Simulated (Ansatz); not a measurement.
A made-up structure of C$_{2}$HO (charge +1), closed shell:

C1  (-1.650, 0.525, 0.380)
C2  (-0.364, 0.203, 0.044)
O3  (0.783, 0.066, -0.326)
H4  (-2.498, 0.677, 0.998)
(Å)

It is relaxed with PBE-D4/def2-SVP and then PBE0-D4/def2-TZVP (Ansatz 0.2.0). Atoms count as bonded within 1.22 times the sum of their covalent radii (H–H: 0.88 Å). The end point is not checked to be a true minimum.

(1) Does its bonding change? (A judgement: the text doesn't fix the answer.)

Results:

(1) The calculation gives: No: no bond forms or breaks.

Where it ends: The first stage lowers the energy by 0.30 eV in 10 steps. It ends as C₂HO ([CH][C][O]), total charge +1:
C1  (-1.741, 0.563, 0.138)
C2  (-0.384, 0.260, 0.086)
O3  (0.679, 0.045, -0.218)
H4  (-2.283, 0.604, 1.091)
(Å)

Labels in which every atom is bracketed show which atoms are joined, not bond orders.

For scale, one of the runs: PBE0-D4/def2-TZVP relaxation, 99 basis functions, launched by `ansatz run in.yaml --threads 2 --pin off --events-out ev --progress --plain --max-ram 4352MiB`. The run took about 8.5 s on 2 CPU threads of an Arm Neoverse V1 (shared host).
